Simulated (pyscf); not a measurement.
Homolytic dissociation enthalpies at 298 K of Al–C, C–Ga, C–In bonds in 8 gas-phase molecules, in eV. Single points on ωB97X-D3(BJ)/def2-SVP structures (PySCF, gas phase). MP2 and CC: frozen core, UHF for open shells. ΔMP2 is the change of the MP2 total energy from the triple- to the quadruple-zeta basis. Both columns use the same structures and thermal terms. Rows were drawn at random from the closed-shell molecules with such a bond whose radicals are computed, keep their shape and have no isomer in the data more than 5 kcal/mol lower.

```json
[
 {"row": "1", "molecule": "H₃C–InH–NH₂", "radicals": "CH₃• + [H₂N–InH]•", "PBE/def2-TZVP": "2.68", "CCSD(T)/def2-TZVPP + ΔMP2(QZVPP)": "2.86"},
 {"row": "2", "molecule": "H₃C–AlH–NH₂", "radicals": "CH₃• + [H₂N–AlH]•", "PBE/def2-TZVP": "3.45", "CCSD(T)/def2-TZVPP + ΔMP2(QZVPP)": "3.61"},
 {"row": "3", "molecule": "H₃C–Al(CH₃)–NH₂", "radicals": "CH₃• + [H₃C–Al–NH₂]•", "PBE/def2-TZVP": "3.44", "CCSD(T)/def2-TZVPP + ΔMP2(QZVPP)": "3.62"},
 {"row": "4", "molecule": "H₃C–CH₂–AlH–Cl", "radicals": "•H₂C–CH₃ + [HAl–Cl]•", "PBE/def2-TZVP": "3.08", "CCSD(T)/def2-TZVPP + ΔMP2(QZVPP)": "3.34"},
 {"row": "5", "molecule": "H₃C–InH–F", "radicals": "CH₃• + [F–InH]•", "PBE/def2-TZVP": "2.59", "CCSD(T)/def2-TZVPP + ΔMP2(QZVPP)": "2.80"},
 {"row": "6", "molecule": "H₃C–Al(F)–F", "radicals": "CH₃• + [F–Al–F]•", "PBE/def2-TZVP": "3.51", "CCSD(T)/def2-TZVPP + ΔMP2(QZVPP)": "3.67"},
 {"row": "7", "molecule": "H₃C–InH–CH₃", "radicals": "CH₃• + [H₃C–InH]•", "PBE/def2-TZVP": "2.63", "CCSD(T)/def2-TZVPP + ΔMP2(QZVPP)": "?"},
 {"row": "8", "molecule": "F–CH₂–GaH–F", "radicals": "•H₂C–F + [F–GaH]•", "PBE/def2-TZVP": "2.77", "CCSD(T)/def2-TZVPP + ΔMP2(QZVPP)": "3.06"}
]
```

Q: Fit a line that carries the PBE values to the last column and predict row 7.

A: In the 7 complete rows the last column lies 0.16 to 0.29 eV from PBE (mean 0.21, median 0.18). Least squares gives y = 0.42 + 0.93·x with residuals of 0.04 eV (root mean square). For row 7: 0.42 + 0.93 × 2.63 = 2.87 eV. The computed value is 2.82 eV, 0.05 under the line. The CCSD(T) − MP2 part came from Ansatz, without density fitting, on the same reference. The frozen core leaves the outer d or s,p core shells of the metals and heavy elements correlated in the MP2 and CC values, and def2-TZVPP describes them poorly, which can shift differences by a few kcal/mol. Elements up to Kr have no core potential and no relativistic terms here. Elements past Kr carry the def2 core potentials, without spin-orbit coupling.
